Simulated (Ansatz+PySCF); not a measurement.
The numbers below are computed, except where a source is named.
A run of PySCF 2.14.0 on singlet CH2O at this shape:

```xyz
4

C     0.0000    0.0000   -0.5646
O     0.0000    0.0000    0.7271
H     0.0000   -1.0200   -1.2147
H     0.0000    1.0200   -1.2147
```

Its results:

* Converged: yes
* Reference energy: -113.74459 hartree
* Correlation energy: -0.33084 hartree
* Total energy: -114.07543 hartree

(1) Which input gives this output? Name the method, the orbitals and the basis set, and write the input.

Answers

(1) RHF-MP2 in def2-SVP. An unrestricted run that stays on the closed shell gives the same numbers.

```python
from pyscf import gto, scf, mp

mol = gto.M(atom="""
C 0.000000 0.000000 -0.564640
O 0.000000 0.000000 0.727140
H 0.000000 -1.019990 -1.214670
H 0.000000 1.019990 -1.214670
""", basis='def2-svp', charge=0, spin=0)
mf = scf.RHF(mol)
mf.kernel()
pt = mp.MP2(mf, frozen=2).run()
print(mf.e_tot, pt.e_corr, pt.e_tot)
```
